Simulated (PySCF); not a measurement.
Mapped SMILES: `[CH3:1][C@@H:2]1[S:3][C@H:4]1[CH3:5]`; H(Xn) means a hydrogen on atom n.

Level of theory: geometry: PBE0-D3(BJ)/def2-TZVP, NMR shieldings at B97-2/pcSseg-2/GIAO, in PySCF 2.14.0 with density-fitted response routines (single conformer, non-relativistic Hamiltonian, fast rotation and ring inversion assumed for equivalent nuclei, isolated molecule).

References, each an isolated molecule treated in the same way: 13C and 1H vs TMS; 33S vs CS2.

```csv
atoms,nucleus,count,δ (ppm)
H(C1)/H(C5),1H,6,1.42
S3,33S,1,?
C1/C5,13C,2,24.6
H(C2)/H(C4),1H,2,2.39
C2/C4,13C,2,?
```

Estimate the values marked ?.

Answers


- C2/C4: 43.2 ppm, thiirane ring carbon
- S3: -130 ppm, sulfide sulfur

Shifts are as computed. Against solution values, carbons near 30 ppm lie about +3 ppm off and those near 130 ppm about +7 ppm; carbons on S a further +4 ppm. Of 1211 compounds with measured shifts, 218 miss one by over three times the rms of a fit or turn the order of signals round; such compounds aren't used in these exercises.
